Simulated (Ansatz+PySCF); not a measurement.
## doublet NO: levels of theory in one basis

| atom | x (Å) | y (Å) | z (Å) |
| --- | --- | --- | --- |
| N | 0.0000 | 0.0000 | -0.6397 |
| O | 0.0000 | 0.0000 | 0.5598 |

Basis set: STO-3G (spherical functions). Frozen core: 2 orbitals. Correlation on ROHF uses semicanonical orbitals with singles. Charge 0, multiplicity 2.

Computed with Ansatz (development build ahead of 0.2.0); each method stands on the lowest determinant of its kind that the runs found.

```
      method  E − E(ROHF) (eV)  <S²> of the determinant
        ROHF              0.00                     0.75
         UHF             -0.39                     1.17
    ROHF-MP2             -3.65                        –
     UHF-MP2             -2.41                     1.17
   ROHF-CCSD             -3.80                        –
    UHF-CCSD             -3.88                     1.17
ROHF-CCSD(T)             -3.91                        –
 UHF-CCSD(T)             -3.92                     1.17
```

(1) What does full CI (lowest root of this spin) give on the same scale?

(2) Is a single determinant a sound starting point here?

(3) Rank these methods by their distance from full CI in this basis, nearest first.
A. ROHF-CCSD
B. ROHF-CCSD(T)
C. ROHF-MP2

Results:

(1) -3.97 eV.

(2) It is doubtful. Unrestricted orbitals lower Hartree–Fock by 0.39 eV and <S²> is 1.17 where a pure state has 0.75, a sign of strong static correlation.

(3) B (0.059 eV), A (0.172 eV), C (0.325 eV).

Caution for UHF, UHF-MP2, UHF-CCSD, UHF-CCSD(T): the unrestricted determinant is spin contaminated. Caution for UHF-MP2, UHF-CCSD, UHF-CCSD(T): the determinant may break the point group. Caution for UHF-MP2: another reference gives a lower total.
